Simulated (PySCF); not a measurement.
Cartesian coordinates (Å):
```xyz
5

C     -0.0333     0.0016    -0.0439
O      1.3032    -0.1612     0.1641
H     -0.2795     0.9189    -0.5971
H     -0.4744     0.1207     0.9658
H     -0.5161    -0.8800    -0.4890
```
Charge 0, spin multiplicity 2.

Problem. What highest occupied spin orbital, dipole moment and total energy does PBE-D3(BJ)/def2-TZVP // B3LYP-D3(BJ)/def2-TZVP (PySCF) give?

Solution. 
```json
{
 "highest_occupied_spin_orbital": "-5.94 eV",
 "dipole_moment": "2.10 D",
 "total_energy": "-114.9629 Ha"
}
```
